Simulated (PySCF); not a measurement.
Electrostatic solvation of a mixed set.

Level: PBE0/pcSseg-1 in PySCF, non-relativistic, each on one gas-phase PBE0-D3(BJ)/def2-SVP geometry that isn't relaxed in the solvent. The solvent is an IEF-PCM continuum (cavity from Bondi-type radii × 1.2). Only the electrostatic response of the medium enters.

Problem. Order them by E(solvent) − E(gas) in chloroform (ε = 4.711), most negative first (kJ/mol).
A. `[N:1]#[C:2][SiH:3]1[O:4][SiH2:5][O:6][SiH2:7][O:8]1` with C2–Si3–O4–Si5 97°, Si3–O4–Si5–O6 11°, O4–Si5–O6–Si7 1°, Si5–O6–Si7–O8 -1°
B. `[O:1]=[C:2]([OH:3])[c:4]1[cH:5][cH:6][n:7][cH:8][cH:9]1` with O1–C2–O3–H 0°, O1–C2–C4–C5 177°
C. lithium diatomic, `[Li][Li]`
D. `[CH3:1][S:2][Si@@H:3]1[CH2:4][CH2:5][CH2:6][NH:7]1` with C1–S2–Si3–C4 -99°, S2–Si3–C4–C5 -134°, Si3–C4–C5–C6 36°, C4–C5–C6–N7 -41°, C5–C6–N7–Si3 26°

Solution. B (-25.5), A (-15.7), C (-14.4), D (-12.2).

```json
{"SMILES": "O=C(O)c1ccncc1", "charge": "0", "ΔE (kJ/mol)": "-25.5", "polarisation term (kJ/mol)": "-27.7", "HOMO shift (eV)": "-0.08", "dipole gas (D)": "1.91", "dipole solvent (D)": "2.36", "atoms": "14"}
{"SMILES": "N#C[SiH]1O[SiH2]O[SiH2]O1", "charge": "0", "ΔE (kJ/mol)": "-15.7", "polarisation term (kJ/mol)": "-17.4", "HOMO shift (eV)": "+0.22", "dipole gas (D)": "3.46", "dipole solvent (D)": "4.05", "atoms": "13"}
{"SMILES": "[Li][Li]", "charge": "0", "ΔE (kJ/mol)": "-14.4", "polarisation term (kJ/mol)": "-18.0", "HOMO shift (eV)": "+0.17", "dipole gas (D)": "0.00", "dipole solvent (D)": "0.00", "atoms": "2"}
{"SMILES": "CS[Si@@H]1CCCN1", "charge": "0", "ΔE (kJ/mol)": "-12.2", "polarisation term (kJ/mol)": "-13.3", "HOMO shift (eV)": "-0.01", "dipole gas (D)": "1.13", "dipole solvent (D)": "1.44", "atoms": "18"}
```

The polarisation term is half the interaction of the solute with the induced surface charges.
